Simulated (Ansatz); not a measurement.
# Scan of [H···H···CH3], doublet

Starting geometry:

```tsv
atom	x (Å)	y (Å)	z (Å)
H	-2.1409	0.0000	0.0000
H	-1.3959	0.0000	0.0000
C	0.2371	0.0000	0.0000
H	0.2371	-1.0800	0.0000
H	0.2371	0.5400	0.9353
H	0.2371	0.5400	-0.9353
```

From there H2 is moved from one fragment to the other while all else, the fragments' distance too, stays fixed; atoms are numbered as listed. Energies are in kcal/mol, counted from the starting geometry at the same level.

Basis cc-pVDZ; Ansatz 0.2.0. Only valence electrons are correlated (noble-gas cores frozen). R marks a restricted (for open shells ROHF) determinant, U an unrestricted one.

Full CI isn't at hand for all of this; RCCSDTQ serves as the reference, and is uncertain by about the last step of the cluster series. The frozen core follows each run's orbitals, which can shift R against U totals by a few meV.

```csv
distance H1-H2 (Å),UHF
0.745,0.0
0.823,2.8
0.978,11.8
1.133,15.1
1.288,15.6
```

Question: Estimate the RCCSDTQ curve in cc-pVDZ from this one, knowing how UHF errs.

Answer: The computed RCCSDTQ values, in kcal/mol from the starting point, and the error of UHF against them:
```
distance H1-H2 (Å)  RCCSDTQ  UHF less RCCSDTQ
             0.745      0.0               0.0
             0.823      1.0               1.8
             0.978      6.8               5.0
             1.133      9.5               5.6
             1.288     12.5               3.2
```

The error spans 5.6 kcal/mol and is largest, 5.6 kcal/mol, at 1.133 Å.
